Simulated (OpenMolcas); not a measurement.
# Si2H5O (SMILES O[SiH][SiH3]): a chain of runs

We compute a single-point energy (ROHF/ANO-R0), then a single-point energy (CASSCF(3,3)/ANO-R1), then the energy along one coordinate (CASPT2(3,3)/ANO-R1), then the energy along one coordinate (SC-NEVPT2(3,3)/ANO-R1), then the energy along one coordinate (MC-PDFT[tPBE](3,3)/ANO-R1) of Si2H5O. 

The results are computed with OpenMolcas 26.06.

### 1 Starting point

The species is Si2H5O (8 atoms), meant as a doublet with charge 0. SMILES: `O[SiH][SiH3]`. The coordinates come from a PBE0-D4/def2-TZVP relaxation. This is one conformer, not always the lowest.

Bond lengths: O1–Si2 1.657 Å, Si2–Si3 2.344 Å, O1–H4 0.959 Å, Si2–H5 1.490 Å, Si3–H6 1.488 Å, Si3–H7 1.491 Å, Si3–H8 1.489 Å. Angles: O1–Si2–Si3 114.2°, O1–Si2–H5 104.7°, Si3–Si2–H5 113.1°, Si2–O1–H4 116.9°, Si2–Si3–H6 108.0°, Si2–Si3–H7 114.5°, Si2–Si3–H8 108.6°, H6–Si3–H7 108.9°, H6–Si3–H8 108.7°, H7–Si3–H8 108.0°.

### 2 A single-point energy at ROHF/ANO-R0 (sfX2C) (run 1)

Input file mol.xyz:

```xyz
8

O     -0.929000     0.938400    -1.717100
Si     0.090400     1.134000    -0.425000
Si     0.314200    -0.774200     0.917600
H     -1.805900     0.598400    -1.530300
H      1.378700     1.582300    -1.024400
H      1.190000    -0.426800     2.069000
H      0.883900    -1.960400     0.216700
H     -1.030200    -1.148700     1.437600
```

Input file step1.inp:

```
* H5OSi2 Hartree-Fock
>>> EXPORT MOLCAS_PRINT=2
&GATEWAY
Coord = mol.xyz
Basis = ANO-R0
Group = NoSym
&SEWARD
&SCF
UHF
Spin = 2
PrOrbitals = 0
&RASSCF
FileOrb = $Project.UnaOrb
Spin = 2
Nactel = 1 0 0
Inactive = 20
Ras2 = 1
OutOrbitals = Canonical
OrbListing = Nothing
```

On the command line:

```console
export MOLCAS_MEM=1860
pymolcas step1.inp > step1.log
```

What it wrote:

```text
--- Start Module: gateway ---
[...]
--- Stop Module: gateway /rc=_RC_ALL_IS_WELL_ ---
[...]
      Basis functions           28
[...]
--- Start Module: scf ---
[...]
       Convergence after  15 Iterations
[...]
::    Total SCF energy                               -656.2064102504
[...]
      Total spin, S                                     0.5038912305
[...]
--- Stop Module: scf /rc=_RC_ALL_IS_WELL_ ---
--- Start Module: rasscf ---
[...]
      Number of active orbitals                  1
[...]
      Spin quantum number                      0.5
[...]
      Active orbitals                            1
[...]
      Number of CSFs                             1
[...]
      Number of root(s) required                 1
[...]
      Convergence after 11 iterations
[...]
      printout of CI-coefficients larger than  0.05 for root  1
      energy=    -656.205189
      conf/sym  1     Coeff  Weight
             1  u   1.00000 1.00000
      Natural orbitals and occupation numbers for root  1
      sym 1:   1.000000
      ************************************************************************************************************************
      *                                                    Final results                                                     *
[...]
::    RASSCF root number  1 Total energy:   -656.20518927
[...]
      Total electronic charge=   41.000000
      Total            charge=   -0.000000
[...]
      Dipole Moment (debye):
      Origin of the operator (angstrom)=   -0.0379    0.3080   -0.1624
                   X= -2.3823E+00               Y=  9.7246E-01               Z= -7.2577E-01           Total=  2.6735E+00
      Quadrupole Moment (debye*angstrom):
[...]
--- Stop Module: rasscf /rc=_RC_ALL_IS_WELL_ ---
[...]
```

It took 3.9 s on 1 thread of Arm Neoverse V1, shared host; peak memory 0.38 GiB.

### 3 A single-point energy at CASSCF(3,3)/ANO-R1 (sfX2C, RICD fitting) (run 2)

mol.xyz is that of step 2.

Input file step2.inp:

```
&gateway
  coord = mol.xyz
  basis = ANO-R0
  group = NoSym

&seward

&rasscf
  fileorb = $CurrDir/step1.RasOrb
  alter = 2
  1 12 20
  1 22 28
  spin = 2
  nactel = 3 0 0
  inactive = 19
  ras2 = 3
  orblisting = Nothing
>>> COPY $Project.RunFile RUNFIL1
>>> COPY $Project.RasOrb INPORB

&gateway
  coord = mol.xyz
  basis = ANO-R1
  group = NoSym
  ricd

&seward
>>> COPY $Project.RunFile RUNFIL2

&expbas

&rasscf
  fileorb = $Project.ExpOrb
  spin = 2
  nactel = 3 0 0
  inactive = 19
  ras2 = 3
  orblisting = Nothing
```

On the command line:

```console
export MOLCAS_MEM=1860
pymolcas step2.inp > step2.log
```

What it wrote:

```text
--- Start Module: gateway ---
[...]
--- Stop Module: gateway /rc=_RC_ALL_IS_WELL_ ---
[...]
      Basis functions           28
[...]
      Number of active orbitals                  3
[...]
      Spin quantum number                      0.5
[...]
      Active orbitals                            3
[...]
      Number of CSFs                             8
[...]
      Number of root(s) required                 1
[...]
      Convergence after 23 iterations
[...]
      printout of CI-coefficients larger than  0.05 for root  1
      energy=    -656.221941
      conf/sym  111     Coeff  Weight
             1  2u0  -0.99349 0.98702
             8  0u2  -0.10422 0.01086
      Natural orbitals and occupation numbers for root  1
      sym 1:   1.974659   1.000923   0.024419
      ************************************************************************************************************************
      *                                                    Final results                                                     *
[...]
::    RASSCF root number  1 Total energy:   -656.22194080
[...]
      Basis functions           75
[...]
--- Start Module: expbas ---
[...]
--- Stop Module: expbas /rc=_RC_ALL_IS_WELL_ ---
--- Start Module: rasscf ---
[...]
      Convergence after 29 iterations
[...]
      Natural orbitals and occupation numbers for root  1
      sym 1:   1.985087   1.000321   0.014593
      ************************************************************************************************************************
      *                                                    Final results                                                     *
[...]
::    RASSCF root number  1 Total energy:   -656.95150253
[...]
      Total electronic charge=   41.000000
      Total            charge=   -0.000000
[...]
      Dipole Moment (debye):
      Origin of the operator (angstrom)=   -0.0379    0.3080   -0.1624
                   X= -9.7793E-01               Y= -3.1937E-01               Z=  7.2024E-01           Total=  1.2558E+00
      Quadrupole Moment (debye*angstrom):
[...]
--- Stop Module: rasscf /rc=_RC_ALL_IS_WELL_ ---
[...]
```

Wall time 11 s (1 thread of Arm Neoverse V1, shared host); peak memory 0.38 GiB.

### 4 An energy scan at CASPT2(3,3)/ANO-R1 (sfX2C, RICD fitting, ipea shift 0.25 Eh, pt2 variant SS) (run 3)

Input file step3.inp:

```
>>> COPY $CurrDir/step2.RasOrb $Project.RasOrb
>>> ForEach K in (1, 2, 3, 4, 5, 6, 7, 8, 9)

&gateway
 coord
 $CurrDir/point$K.xyz
 basis
 ANO-R1
 group
 NoSym
 ricd

&seward

&rasscf
 fileorb
 $Project.RasOrb
 spin
 2
 nactel
 3 0 0
 inactive
 19
 ras2
 3
 orblisting
 Nothing

&caspt2
 imaginary
 0.2
 frozen
 11
>>> EndDo
```

On the command line:

```console
export MOLCAS_MEM=1860
pymolcas step3.inp > step3.log
```

What it wrote:

```text
[...]
      Basis functions           75
[...]
      Number of active orbitals                  3
[...]
      Spin quantum number                      0.5
[...]
      Active orbitals                            3
[...]
      Number of CSFs                             8
[...]
      Number of root(s) required                 1
[...]
      Convergence after 20 iterations
[...]
      printout of CI-coefficients larger than  0.05 for root  1
      energy=    -656.942347
      conf/sym  111     Coeff  Weight
             1  2u0   0.99627 0.99255
             8  0u2   0.08204 0.00673
      Natural orbitals and occupation numbers for root  1
      sym 1:   1.985331   1.000293   0.014377
      ************************************************************************************************************************
      *                                                    Final results                                                     *
[...]
::    RASSCF root number  1 Total energy:   -656.94234663
[...]
      E2 (Variational):          -0.3545744347
[...]
::    CASPT2 Root  1     Total energy:   -657.29692106
[...]
      Convergence after 16 iterations
[...]
      Natural orbitals and occupation numbers for root  1
      sym 1:   1.985090   1.000313   0.014597
      ************************************************************************************************************************
      *                                                    Final results                                                     *
[...]
      Convergence after 15 iterations
[...]
      Natural orbitals and occupation numbers for root  1
      sym 1:   1.809130   0.999502   0.191368
      ************************************************************************************************************************
      *                                                    Final results                                                     *
[...]
      Convergence after 14 iterations
[...]
      Natural orbitals and occupation numbers for root  1
      sym 1:   1.621223   0.998040   0.380737
      ************************************************************************************************************************
      *                                                    Final results                                                     *
[...]
      Convergence after 42 iterations
[...]
::    RASSCF root number  1 Total energy:   -656.82376829
[...]
::    CASPT2 Root  1     Total energy:   -657.16951210
[...]
      Convergence after 13 iterations
[...]
::    RASSCF root number  1 Total energy:   -656.82692336
[...]
      E2 (Variational):          -0.3441402230
[...]
::    CASPT2 Root  1     Total energy:   -657.17106358
[...]
```

Run time: 70 s. Hardware: 1 thread of Arm Neoverse V1, shared host; peak memory 0.087 GiB.

The scan, from its lowest point:

| H4–O1 (Å) | energy (kJ/mol) |
| --- | --- |
| 0.863 | 33.7 |
| 0.959 | 0.0 |
| 1.055 | 19.0 |
| 1.199 | 87.1 |
| 1.390 | 204.8 |
| 1.630 | 333.8 |
| 1.918 | 433.8 |
| 2.301 | 368.2 |
| 2.877 | 364.1 |

Past 1.92 Å the energy drops again. On a bond that is being broken this is more likely a change to another orbital solution than a real barrier; the points needn't lie on one state.

### 5 An energy scan at SC-NEVPT2(3,3)/ANO-R1 (sfX2C, RICD fitting, pt2 variant SC-NEVPT2) (run 4)

Input file step4.inp:

```
* H5OSi2 NEVPT2
>>> COPY $CurrDir/step2.RasOrb $Project.RasOrb
>>> ForEach K in (1, 2, 3, 4, 5, 6, 7, 8, 9)

&gateway
  coord = $CurrDir/point$K.xyz
  basis = ANO-R1
  group = NoSym
  ricd

&seward

&rasscf
  fileorb = $Project.RasOrb
  spin = 2
  nactel = 3 0 0
  inactive = 19
  ras2 = 3
  orblisting = Nothing

&caspt2
  sc-nevpt2
  frozen = 11
>>> EndDo
```

On the command line:

```console
export MOLCAS_MEM=1860
pymolcas step4.inp > step4.log
```

What it wrote:

```text
[...]
      Basis functions           75
[...]
      Number of active orbitals                  3
[...]
      Spin quantum number                      0.5
[...]
      Active orbitals                            3
[...]
      Number of CSFs                             8
[...]
      Number of root(s) required                 1
[...]
      Convergence after 20 iterations
[...]
      printout of CI-coefficients larger than  0.05 for root  1
      energy=    -656.942347
      conf/sym  111     Coeff  Weight
             1  2u0   0.99627 0.99255
             8  0u2   0.08204 0.00673
      Natural orbitals and occupation numbers for root  1
      sym 1:   1.985331   1.000293   0.014377
      ************************************************************************************************************************
      *                                                    Final results                                                     *
[...]
::    RASSCF root number  1 Total energy:   -656.94234663
[...]
      E2 (Variational):          -0.3527475926
[...]
::    SC-NEVPT2 Root  1     Total energy:   -657.29401279
[...]
      Convergence after 16 iterations
[...]
      Natural orbitals and occupation numbers for root  1
      sym 1:   1.985090   1.000313   0.014597
      ************************************************************************************************************************
      *                                                    Final results                                                     *
[...]
      Convergence after 15 iterations
[...]
      Natural orbitals and occupation numbers for root  1
      sym 1:   1.809130   0.999502   0.191368
      ************************************************************************************************************************
      *                                                    Final results                                                     *
[...]
      Convergence after 14 iterations
[...]
      Natural orbitals and occupation numbers for root  1
      sym 1:   1.621223   0.998040   0.380737
      ************************************************************************************************************************
      *                                                    Final results                                                     *
[...]
      Convergence after 42 iterations
[...]
::    RASSCF root number  1 Total energy:   -656.82376829
[...]
::    SC-NEVPT2 Root  1     Total energy:   -657.16816952
[...]
      Convergence after 13 iterations
[...]
::    RASSCF root number  1 Total energy:   -656.82692336
[...]
      Reference weight:           0.88093
[...]
::    SC-NEVPT2 Root  1     Total energy:   -657.16998286
[...]
```

It took 68 s on 1 thread of Arm Neoverse V1, shared host; peak memory 0.087 GiB.

The scan, from its lowest point:

| H4–O1 (Å) | energy (kJ/mol) |
| --- | --- |
| 0.863 | 33.8 |
| 0.959 | 0.0 |
| 1.055 | 18.7 |
| 1.199 | 78.7 |
| 1.390 | 197.3 |
| 1.630 | 332.0 |
| 1.918 | 437.9 |
| 2.301 | 364.2 |
| 2.877 | 359.5 |

Past 1.92 Å the energy drops again. On a bond that is being broken this is more likely a change to another orbital solution than a real barrier; the points needn't lie on one state.

### 6 An energy scan at MC-PDFT[tPBE](3,3)/ANO-R1 (sfX2C, RICD fitting) (run 5)

Input file step5.input:

```
* H5OSi2 MC-PDFT
>>> COPY $CurrDir/step2.RasOrb $Project.RasOrb
>>> ForEach K in (1, 2, 3, 4, 5, 6, 7, 8, 9)

&GATEWAY
 COORD = $CurrDir/point$K.xyz
 BASIS = ANO-R1
 GROUP = NoSym
 RICD

&SEWARD

&RASSCF
 FILEORB = $Project.RasOrb
 SPIN = 2
 NACTEL = 3 0 0
 INACTIVE = 19
 RAS2 = 3
 ORBLISTING = Nothing

&MCPDFT
 KSDFT = T:PBE
>>> EndDo
```

On the command line:

```console
export MOLCAS_MEM=1860
pymolcas step5.input > step5.log
```

What it wrote:

```text
[...]
      Basis functions           75
[...]
      Number of active orbitals                  3
[...]
      Spin quantum number                      0.5
[...]
      Active orbitals                            3
[...]
      Number of CSFs                             8
[...]
      Number of root(s) required                 1
[...]
      Convergence after 20 iterations
[...]
      printout of CI-coefficients larger than  0.05 for root  1
      energy=    -656.942347
      conf/sym  111     Coeff  Weight
             1  2u0   0.99627 0.99255
             8  0u2   0.08204 0.00673
      Natural orbitals and occupation numbers for root  1
      sym 1:   1.985331   1.000293   0.014377
      ************************************************************************************************************************
      *                                                    Final results                                                     *
[...]
::    RASSCF root number  1 Total energy:   -656.94234663
[...]
::    MCPDFT root number  1 Total energy:   -658.07666021
[...]
      Convergence after 16 iterations
[...]
      Natural orbitals and occupation numbers for root  1
      sym 1:   1.985090   1.000313   0.014597
      ************************************************************************************************************************
      *                                                    Final results                                                     *
[...]
      Convergence after 15 iterations
[...]
      Natural orbitals and occupation numbers for root  1
      sym 1:   1.809130   0.999502   0.191368
      ************************************************************************************************************************
      *                                                    Final results                                                     *
[...]
      Convergence after 14 iterations
[...]
      Natural orbitals and occupation numbers for root  1
      sym 1:   1.621223   0.998040   0.380737
      ************************************************************************************************************************
      *                                                    Final results                                                     *
[...]
      Convergence after 42 iterations
[...]
::    RASSCF root number  1 Total energy:   -656.82376829
[...]
::    MCPDFT root number  1 Total energy:   -657.94821973
[...]
      Convergence after 13 iterations
[...]
::    RASSCF root number  1 Total energy:   -656.82692336
[...]
      Total electronic charge=   41.000000
      Total            charge=   -0.000000
[...]
::    MCPDFT root number  1 Total energy:   -657.95033762
[...]
```

Wall time 74 s (1 thread of Arm Neoverse V1, shared host); peak memory 0.087 GiB.

The scan, from its lowest point:

| H4–O1 (Å) | energy (kJ/mol) |
| --- | --- |
| 0.863 | 36.7 |
| 0.959 | 0.0 |
| 1.055 | 15.0 |
| 1.199 | 78.6 |
| 1.390 | 193.4 |
| 1.630 | 326.3 |
| 1.918 | 437.9 |
| 2.301 | 373.9 |
| 2.877 | 368.4 |

Past 1.92 Å the energy drops again. On a bond that is being broken this is more likely a change to another orbital solution than a real barrier; the points needn't lie on one state.

### 7 Summary of results

| quantity | value |
| --- | --- |
| run 1, ROHF/ANO-R0: total energy | -656.20519 Eh |
| run 1, ROHF/ANO-R0: dipole moment | 2.67 D |
| run 2, CASSCF(3,3)/ANO-R1: total energy | -656.95150 Eh |
| run 2, CASSCF(3,3)/ANO-R1: dipole moment (CASSCF density) | 1.26 D |
| run 3, CASPT2(3,3)/ANO-R1: lowest energy of the scan | -657.30974 Eh |
| run 4, SC-NEVPT2(3,3)/ANO-R1: lowest energy of the scan | -657.30690 Eh |
| run 5, MC-PDFT[tPBE](3,3)/ANO-R1: lowest energy of the scan | -658.09064 Eh |

Mulliken charges (run 2, CASSCF(3,3)/ANO-R1) run from -0.50 on O1 to +0.25 on Si2; they depend strongly on the basis. The run (run 3, CASPT2(3,3)/ANO-R1) may have ended on a state above the lowest. The run (run 4, SC-NEVPT2(3,3)/ANO-R1) may have ended on a state above the lowest. The run (run 5, MC-PDFT[tPBE](3,3)/ANO-R1) may have ended on a state above the lowest.
